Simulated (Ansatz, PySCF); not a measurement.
Noncovalent pair: HCl (SMILES Cl) (first 2 atoms) with H2S (SMILES S); geometry from NCB31 set.
(charge 0, multiplicity 1):
```xyz
5

Cl    -1.9116     0.0000     0.0035
H     -0.6273    -0.0001    -0.1041
S      1.8425     0.0000    -0.1015
H      1.8228    -0.9618     0.8347
H      1.8219     0.9619     0.8346
```

Monomers are frozen at their geometry in the pair; levels with a basis set take the counterpoise correction. Rows marked so take none.

Correlated levels freeze the cores. CBS: X⁻³ extrapolation of the correlation energy, Hartree–Fock from the larger set. Rows in 6-31G*, STO-3G carry no dispersion term and start afresh at each structure (6-31G* with six Cartesian d functions).

Programs: Ansatz (a quantum-chemistry and plane-wave program) with Gaussian orbitals; PySCF for 6-31G* rows, STO-3G rows. Each number belongs to the level named beside it.

Question: Estimate the interaction energy that HF/STO-3G (no counterpoise) returns for this input.

Answer: -167 meV

Question: Predict the interaction energy from HF/6-31G*.

Answer: -39 meV

Question: Give the interaction energy at the level CCSD(T)/CBS(aug-cc-pV(T+d)Z, aug-cc-pV(Q+d)Z).

Answer: -148 meV
